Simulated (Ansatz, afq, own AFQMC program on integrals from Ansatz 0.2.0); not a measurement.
## HfCl2O, singlet: AFQMC among the cluster methods

| atom | x (Å) | y (Å) | z (Å) |
| --- | --- | --- | --- |
| Hf | -0.1496 | 0.2627 | -0.1091 |
| O | 0.5537 | 1.8565 | -0.1091 |
| Cl | 0.1851 | -0.8577 | -2.1652 |
| Cl | 0.3180 | -1.3028 | 2.7638 |

Connectivity, by distances: O–Hf(–Cl)–Cl.

Basis def2-SVP with its core potentials. Only valence electrons are correlated. Ansatz 0.2.0 and our own AFQMC program on the same integrals; the CISD trial comes from CCSD amplitudes, and released means the phaseless constraint is let go. Error bars are statistical, one sigma. No spin–orbit coupling. The metal's outer-core s and p shells are frozen, which shifts wave-function levels against functionals.

Determinant: RHF, the one that the program's search chose, which needn't be the lowest solution. The geometry is a point of a scan.

No full CI on the walks' own integrals is used here. The released AFQMC energy serves as the reference, which it does only where one determinant dominates, the energy is flat over the last release times and near the phaseless one (40 meV or 2 meV an electron, half that with transition metals). On small molecules, where full CI could be run and the noise was under 10 meV, such values lay within 10 meV of it in 19 cases of 20, a flattering rate, since the rule was set on those same cases; what remains of the bias isn't in the error bar.

Cautions: no spin-orbit coupling; outer-core shells of the metal frozen; higher spins were not checked; the released value is read at 0.90 1/Eh with a noise of 18 meV, more than in the cases checked (meV from the phaseless value at times in 1/Eh: 12 ± 15 at 0.21, 22 ± 14 at 0.42, 16 ± 14 at 0.63, -2 ± 18 at 0.90); released reference can be 30 meV off for metals.

The T1 diagnostic is 0.0246 and the weight of the determinant in the CISD state is 0.799. The size of the correlated space is 24 electrons in 67 orbitals.

```csv
level,correlation energy (eV)
MP2,-15.3493
CCSD,-15.4121
CCSD(T),-16.0124
```

(1) Estimate where phaseless AFQMC with a CISD trial lies against CCSD(T) on the same integrals.

(1) 100.0 ± 15.1 meV below CCSD(T).

Reference: AFQMC with the constraint released, correlation energy -16.114 ± 0.018 eV.

| level | E − E(reference) (meV) | share of correlation (%) |
| --- | --- | --- |
| CCSD(T) | 101.5 ± 17.7 | 99.37 |
| ph-AFQMC/CISD | 1.5 ± 23.2 | 99.99 |

Released energies are given only where the last usable release times agree within the noise; a slower fall can still hide under it.
